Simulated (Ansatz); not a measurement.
# CH4BS: the cost of one run

Program: the Python package of Ansatz 0.2.0. The levels of theory stand in the script. These are calculated values, not measurements.

## Step 1: The system

Bond lengths: C1–B2 1.523 Å, B2–S3 1.856 Å, C1–H4 1.101 Å, C1–H5 1.119 Å, C1–H6 1.130 Å, S3–H7 1.436 Å. Angles: C1–B2–S3 119.6°, B2–C1–H4 110.5°, B2–C1–H5 113.8°, B2–C1–H6 113.3°, H4–C1–H5 103.2°, H4–C1–H6 108.0°, H5–C1–H6 107.4°, B2–S3–H7 93.7°.

The script holds or builds the structure itself.

## Step 2: The code

basis.py

```python
'''Basis-set convergence for CH4BS.'''

import ansatz

params = {
    'xc': 'hf',
}

mol = (
    ansatz.Crystal.molecule()
    .atom('C', (-0.809, 0.3444, -0.1193))
    .atom('B', (0.0031, -0.9437, -0.1027))
    .atom('S', (1.8356, -0.8775, -0.3911))
    .atom('H', (-1.5461, 0.3251, -0.9367))
    .atom('H', (-0.2022, 1.2578, -0.3437))
    .atom('H', (-1.3639, 0.5357, 0.8459))
    .atom('H', (2.1437, -0.7098, 1.0018))
)

base = (
    mol.calculation()
    .functional(params['xc'])
    .spin('collinear', total=1)  # spin-polarised run
)

energies = {}
for basis in ['STO-3G', '6-31G', '6-31G*', 'def2-SVP', 'def2-SVPD', 'def2-TZVP', 'def2-TZVPP']:
    report = base.basis(gaussian=basis).run(threads=1, backend='cpu').report
    size = report['n_frozen'] + report['n_occupied'][0] + report['n_virtual'][0]
    energies[basis] = (report['reference_energy_ev'] / 27.211386246, report['free_energy_ev'] / 27.211386246)
    print(f'{basis:14s} {size:4d} orbitals  reference {energies[basis][0]:14.6f} Ha  total {energies[basis][1]:14.6f} Ha')

last = energies['def2-TZVPP'][1]
for basis, (_, total) in energies.items():
    print(f'{basis:14s} lies {27.211386 * (total - last):9.4f} eV above def2-TZVPP')
```

## Step 3: Launch

The run is started by

```bash
$ python basis.py
```

Q: Estimate wall time and peak memory on 1 thread of Arm Neoverse V1, shared host.

About 15 s, with a peak of 0.37 GiB.
